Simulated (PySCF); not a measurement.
## Gas-phase XPS of 2,2-dichloroethanol, computed

2,2-dichloroethanol, C2H4Cl2O.
Z-matrix (Å and degrees, PBE0-D3(BJ)/def2-SVP geometry), rows numbered from 1:
```
O 
C   1  1.3882
C   2  1.5200  1  111.79
Cl  3  1.7707  2  110.46  1   177.61
Cl  3  1.7901  2  109.28  1   -59.81
H   1  0.9662  2  107.29  3    60.31
H   2  1.1076  1  113.73  3  -122.57
H   2  1.1013  1  107.92  3   118.17
H   3  1.0970  2  111.62  1    57.38
```

The calculation used delta-SCF UKS SCAN, pcX-2 on the ionised atom, pcseg-1 elsewhere, spin-free X2C in PySCF 2.14.0. Vertical ΔSCF values, vacuum level as zero.

Task: List the computed XPS lines with their assignment.

Result: 
| atom(s) | environment | level | binding energy (eV) | 2p1/2 (eV) | above the level's lowest (eV) | count |
| --- | --- | --- | --- | --- | --- | --- |
| Cl4/Cl5 | alkyl chlorine | Cl 1s | 2829.22 | – | 0.00 | 2 |
| O1 | alcohol oxygen | O 1s | 539.41 | – | 0.00 | 1 |
| C3 | CHCl2 carbon | C 1s | 294.07 | – | +0.96 | 1 |
| C2 | carbinol carbon (C–OH) | C 1s | 293.11 | – | 0.00 | 1 |
| Cl4/Cl5 | alkyl chlorine | Cl 2p3/2 | 206.62 | 208.28 | 0.00 | 2 |

The listed C 1s values span 0.96 eV, from C2 (bonded to O, C and 2 H) to C3 (bonded to 2 Cl, C and H). Summing the Pauling electronegativity differences to the bonded atoms, each weighted by its formal bond order, gives +0.19 for the lowest site and +0.87 for the highest.

Task: Which photon energy gives electrons from C 1s of C2 a kinetic energy of 200 eV, and what is their de Broglie wavelength?

Result: hν = 293.11 + 200 = 493.11 eV, recoil neglected; λ = 12.264 Å/√(E/eV) = 0.87 Å.

Task: Which effective nuclear charge Zeff reproduces each element's mean 1s value in the hydrogen-like formula E = 13.606 eV × Zeff²?

Result: C (Z = 6): mean 293.6 eV, Zeff = 4.65, Z − Zeff = 1.35; O (Z = 8): mean 539.4 eV, Zeff = 6.30, Z − Zeff = 1.70; Cl (Z = 17): mean 2829.2 eV, Zeff = 14.42, Z − Zeff = 2.58. Means run over the listed sites, weighted by atom count.

One atom of each set of topologically equivalent atoms was ionised and stands for the set; in this conformer not all members are related by symmetry, and their own values weren't computed. 2p3/2 and 2p1/2 are the ΔSCF energy of one spin-free 2p hole plus the eigenvalues of a spin–orbit and ligand-field matrix of the shell. 2p1/2 minus 2p3/2 (ligand field included): Cl 1.65 eV. One conformer (not necessarily the lowest) at the PBE0-D3(BJ)/def2-SVP geometry, without solvent, vibrations or thermal averaging.
